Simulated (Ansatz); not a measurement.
`C#CC(=C)O`, charge 0, multiplicity 1.

Task: Give a relaxed structure at PBE0-D4/def2-TZVP (Ansatz 0.2.0). (Estimate.)

Result: Computed: 
```xyz
9

C     0.0066   -2.0841    0.4763
C     0.0105   -0.9195    0.1773
C     0.0324    0.4412   -0.2479
C    -0.2120    1.4629    0.5712
O     0.3218    0.6503   -1.5622
H    -0.0015   -3.1103    0.7597
H    -0.4396    1.2789    1.6100
H    -0.1845    2.4799    0.2032
H     0.4664   -0.1992   -1.9876
```
Point group Cs.
This is one stationary point; other conformers may exist.
